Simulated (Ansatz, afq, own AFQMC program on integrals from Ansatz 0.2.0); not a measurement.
**Where AFQMC and coupled cluster stand for SiC, triplet**

```tsv
atom	x (Å)	y (Å)	z (Å)
Si	0.0000	0.0000	0.0000
C	0.0000	0.0000	1.7100
```

Basis 6-31G. Noble-gas cores (and the filled d shells of Ga–Kr and In–Xe) are frozen. AFQMC by an in-house program on the Cholesky factors that Ansatz 0.2.0 writes for its CCSD(T) run. ph-AFQMC/CISD is guided by a CISD state made of CCSD amplitudes; releasing the constraint for a short imaginary time cuts its bias at the price of noise, slowly where states lie close. Error bars are statistical, one sigma.

Determinant: ROHF, the one that the program's search chose, which needn't be the lowest solution. The geometry is a point of a scan.

Full CI on the same integrals is exact in this basis and with this determinant's frozen core.

Cautions: lower spins were not checked; a spin-contaminated unrestricted determinant lies lower (UHF 703 meV lower, ⟨S²⟩ 2.55); strong correlation (T1 0.060, weight of the determinant 0.83, largest double 0.17); the released energies are still falling, so no released level is given (meV from the phaseless value at times in 1/Eh: -7 ± 4 at 0.24, -16 ± 4 at 0.51, -23 ± 3 at 0.99, -35 ± 3 at 1.62, -40.5 ± 2.4 at 2.40).

```
T1 diagnostic                               : 0.0597
weight of the determinant in the CISD state : 0.831
size of the correlated space                : 8 electrons in 16 orbitals
```

```json
{"level": "MP2", "correlation energy (eV)": "-2.9368"}
{"level": "CCSD", "correlation energy (eV)": "-3.6362"}
{"level": "CCSD(T)", "correlation energy (eV)": "-3.7798"}
```

(1) Estimate where phaseless AFQMC with a CISD trial lies against CCSD(T) on the same integrals.

(1) 1.3 ± 0.4 kJ/mol below CCSD(T).

Reference: full CI, correlation energy -3.841 eV.

```csv
level,E − E(reference) (kJ/mol),share of correlation (%)
CCSD(T),5.9,98.41
CCSDT,3.0,99.19
CCSDT(Q),0.5,99.85
CCSDTQ,0.3,99.91
ph-AFQMC/HF,17.5 ± 2.2,95.27
ph-AFQMC/CISD,4.6 ± 0.4,98.77
```

CCSDT and higher add their correlation energy to the determinant of the CCSD(T) run, since their own runs factorise the integrals more tightly (a shift of under 2 meV). A walk keeps the symmetry of its determinant, which the program's search chose and which needn't be the lowest solution, so a lower state of the same spin and another symmetry isn't excluded.
